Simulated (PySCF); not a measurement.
Gas-phase reaction: 4 SiO2 + 2 Si2H6 → Si2O2 + 6 H2SiO

Computed with PySCF and rigid-rotor harmonic-oscillator thermochemistry at 1 bar. † marks an energy on the PBE0/def2-TZVP geometry and frequencies; other levels use their own. MP2 and CCSD(T) freeze the core. 6-31G* has spherical d functions here. All species are closed-shell singlets. B3LYP is the form with VWN-RPA correlation. Si2O2, H2SiO: computed as isolated molecules; such fragments, hydroxides, amides, oligomers or adducts are transient or little studied in the gas. MP2 isn't extrapolated to the basis-set limit; its ΔH°(298 K) is 14.2 kJ in def2-SVP and -14.1 kJ in def2-TZVPP. CCSD(T) isn't extrapolated to the basis-set limit; its ΔH°(298 K) is -26.7 kJ in def2-SVP and -49.0 kJ in def2-TZVPP. The harmonic model lacks anharmonicity and excited electronic states, which grow with temperature; levels with a mode under 35 cm⁻¹ are left out. Internal rotation in Si2H6 is treated as a harmonic vibration of one conformer, which makes the entropy rough. Warning, large T1 diagnostic: H2SiO, SiO2 (CCSD(T)/def2-SVP†).

```tsv
level	ΔE electronic, kJ	ΔH°(298 K), kJ	ΔS°(298 K), J/K	ΔG°(1000 K), kJ
B3LYP/def2-TZVP†	-47	-62	208	-255
CCSD(T)/def2-SVP†	-12	-27	208	-220
HF/6-31G*	-145	-155	212	-352
HF/def2-TZVP†	-140	-155	208	-348
MP2/def2-TZVPP†	1	-14	208	-207
PBE0/def2-QZVP†	-18	-33	208	-226
```
ΔH° is lowest at HF/def2-TZVP† and highest at MP2/def2-TZVPP†. No reference value is set beside these.
